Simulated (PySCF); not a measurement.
# Curvature of the energy in the electron number along the third row, charge -1

Calculated with PySCF 2.14, in aug-cc-pV(D+d)Z, non-relativistic: one orbital is emptied in steps, and each cell gives the departure of E from the straight line at half an electron, in eV (from a cubic fit). The exact functional gives zero.

```json
{"species": "Al⁻", "orbital": "3p alpha", "LDA": "-0.53", "PBE": "-0.52", "r2SCAN": "-0.49", "PBE0": "-0.36", "BHandHLYP": "-0.21", "LC-wPBE": "0.08"}
{"species": "Si⁻", "orbital": "3p alpha", "LDA": "-0.72", "PBE": "-0.70", "r2SCAN": "-0.64", "PBE0": "-0.48", "BHandHLYP": "-0.27", "LC-wPBE": "0.08"}
{"species": "S⁻", "orbital": "3p beta", "LDA": "-0.91", "PBE": "-0.87", "r2SCAN": "-0.80", "PBE0": "-0.58", "BHandHLYP": "-0.32", "LC-wPBE": "0.07"}
{"species": "Cl⁻", "orbital": "3p beta", "LDA": "-1.06", "PBE": "-1.02", "r2SCAN": "-0.93", "PBE0": "-0.68", "BHandHLYP": "-0.36", "LC-wPBE": "0.01"}
```

Question: Estimate the missing row, P⁻.

Answer: The calculation gives LDA -0.74; PBE -0.71; r2SCAN -0.65; PBE0 -0.48; BHandHLYP -0.29; LC-wPBE 0.09.

Question: How does the mean departure depend on the functional?

Answer: LDA -0.79 eV; PBE -0.76 eV; r2SCAN -0.70 eV; PBE0 -0.52 eV; BHandHLYP -0.29 eV; LC-wPBE 0.07 eV. Semilocal functionals are convex (delocalisation error), and exact exchange removes curvature roughly in proportion to its share, so among the functionals the range-separated hybrids usually come closest to zero.

At the full anion the orbital energy is positive in some cells, where the basis helps to hold the electron.
